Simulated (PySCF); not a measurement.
# How well do the runs reproduce experiment for acetyl chloride?

**What was measured.**

NIST CCCBDB Release 22 (SRD 101), experimental dipoles lists, for the gas: dipole moment (dielectric constant against temperature) 2.72 D.

The runs below try to reproduce these values; the comparison stands at the end.

Species: acetyl chloride, C2H3ClO.
Numbering: `[CH3:1][C:2](=[O:3])[Cl:4]` (hydrogens: H5, H6, H7 on C1)

Cartesian coordinates in Å at the PBE0-D3(BJ)/def2-SVP level; atoms count from 1:
```
atom  x, y, z in Å
C1    -0.586   -0.074   -0.036
C2     0.855    0.283   -0.213
O3     1.314    1.351   -0.425
Cl4    1.916   -1.158   -0.065
H5    -1.200    0.829   -0.130
H6    -0.730   -0.538    0.951
H7    -0.875   -0.818   -0.792
```

Runs made with PySCF (gas phase, on this PBE0-D3(BJ)/def2-SVP geometry; no spin–orbit coupling):

| level | job | basis functions | wall time |
| --- | --- | --- | --- |
| PBE0-D3(BJ)/def2-SVP, grid level 1 | geometry optimisation from a GFN2-xTB start shaken at random | 75 | 7.4 s |
| PBE0/IGLO-III | shieldings, charges and field gradients | 179 | 9.8 s |
| PBE0/aug-cc-pVDZ | shieldings, charges and field gradients | 123 | 6.6 s |
| PBE0/cc-pVDZ | shieldings, charges and field gradients | 75 | 3.8 s |
| PBE0/cc-pVTZ | shieldings, charges and field gradients | 166 | 9.8 s |
| PBE0/pcSseg-0 | shieldings, charges and field gradients | 46 | 2.3 s |

Hardware: an Arm Neoverse V2 with one thread, shared host.

## Comparison

**Dipole moment.** Measured: 2.72 D (NIST CCCBDB Release 22 (SRD 101), experimental dipoles).

```json
{"level": "PBE0-D3(BJ)/def2-SVP", "computed (D)": "2.70", "computed − measured (D)": "-0.02", "% (from the printed values)": "-1"}
{"level": "PBE0/IGLO-III", "computed (D)": "2.77", "computed − measured (D)": "+0.05", "% (from the printed values)": "+2"}
{"level": "PBE0/aug-cc-pVDZ", "computed (D)": "2.82", "computed − measured (D)": "+0.10", "% (from the printed values)": "+4"}
{"level": "PBE0/cc-pVDZ", "computed (D)": "2.72", "computed − measured (D)": "0.00", "% (from the printed values)": "0"}
{"level": "PBE0/cc-pVTZ", "computed (D)": "2.77", "computed − measured (D)": "+0.05", "% (from the printed values)": "+2"}
{"level": "PBE0/pcSseg-0", "computed (D)": "3.07", "computed − measured (D)": "+0.35", "% (from the printed values)": "+13"}
```

Closest is PBE0/cc-pVDZ (0.00 D), furthest PBE0/pcSseg-0 (+0.35 D); one molecule doesn't rank methods. The computed dipoles belong to one fixed geometry; measured ones are averaged over vibrations unless marked μe. Magnitudes are compared, not signs.

The geometry is computed, not the measured one. Where a level misses, the cause wasn't examined.
